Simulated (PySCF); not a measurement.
Computed with PBE0-D4/def2-TZVP (PySCF). All species are isolated molecules in the gas phase. One relaxed conformer stands for a flexible species; it need not be the lowest. 

Reference species (SMILES): `[OH]` (neutral, multiplicity 2).

- highest occupied spin orbital = -9.09 eV

Changed species: `CS[SiH2]` (radical fragment; the reference has radical fragment).

### Question
Predict the effect on the highest occupied spin orbital.

### Answer
the highest occupied spin orbital increases by 3.31 eV, to -5.78 eV.
